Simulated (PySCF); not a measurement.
Functional dependence of a UV spectrum

Species: C6H5F.
InChI=1S/C6H5F/c7-6-4-2-1-3-5-6/h1-5H

Linear-response calculations in the def2-SVPD basis (PySCF; singlets by full response, triplets Tamm–Dancoff, core orbitals frozen in the response; HF means time-dependent Hartree–Fock). 'Strongest' is the level of largest summed f among the singlets computed (10 roots, of which the last may lack a degenerate partner); it can jump between rows when another state enters that window. S1 is the lowest singlet of each run and needn't be the same state throughout; f(S1) is that of one state. Isolated species at its PBE0-D3(BJ)/def2-SVP geometry, gas phase.

```
functional                               kind  S1 (eV)  f(S1)  strongest (eV)  T1 (eV)  HOMO (eV)  gap (eV)  ionisation energy, ΔSCF (eV)
       LDA                                LDA     5.13  0.013            6.89     4.43      -6.42      4.70                          9.44
       PBE                                GGA     5.13  0.013            6.90     4.20      -6.21      4.73                          9.17
     B3LYP  global hybrid, 20% exact exchange     5.33  0.012            7.04     4.16      -7.04      6.26                          9.25
      PBE0  global hybrid, 25% exact exchange     5.42  0.013            7.14     4.09      -7.26      6.68                          9.26
 BHandHLYP  global hybrid, 50% exact exchange     5.60  0.013            7.33     3.98      -8.13      8.55                          9.14
 CAM-B3LYP             range-separated hybrid     5.43  0.012            7.15     4.10      -8.49      8.98                          9.31
   wB97X-D             range-separated hybrid     5.44  0.013            7.18     4.22      -9.03     10.19                          9.28
   LC-wPBE             range-separated hybrid     5.47  0.012            7.28     3.95      -9.76     11.28                          9.38
        HF                       Hartree–Fock     5.87  0.014            7.68     3.41      -9.32     12.24                   not settled
```

S1 runs from 5.13 eV (LDA) to 5.87 eV (HF), a spread of 0.75 eV, while the orbital gap spreads over 7.5 eV. Along PBE (0%), B3LYP (20%), PBE0 (25%), BHandHLYP (50%), HF (100%) S1 rises with the share of exact exchange. −ε(HOMO) comes closest to its own ΔSCF ionisation energy with wB97X-D (-0.24 eV) and misses most with LDA (-3.02 eV). The lowest singlet of a reference set is 1B2(π→π*) at 5.01 eV (computed, theoretical best estimate (aug-cc-pVTZ), gas; Loos, Jacquemin, substituted benzenes, arXiv:2401.13809 (2024)). The lowest computed singlet differs from it by LDA +0.12, PBE +0.13, B3LYP +0.32, PBE0 +0.41, CAM-B3LYP +0.42, wB97X-D +0.43, LC-wPBE +0.47, BHandHLYP +0.59, HF +0.87 eV; geometry and basis of the reference needn't be the same. The lowest triplet of a reference set is 3A1(π→π*) at 4.18 eV (computed, theoretical best estimate (aug-cc-pVTZ), gas; Loos, Jacquemin, substituted benzenes, arXiv:2401.13809 (2024)). The lowest computed triplet differs from it by PBE +0.02, B3LYP -0.03, wB97X-D +0.04, CAM-B3LYP -0.08, PBE0 -0.09, BHandHLYP -0.20, LC-wPBE -0.23, LDA +0.25, HF -0.78 eV; geometry and basis of the reference needn't be the same. 'Not settled' means that the ion's SCF failed to converge or may have ended in another state than the lowest.
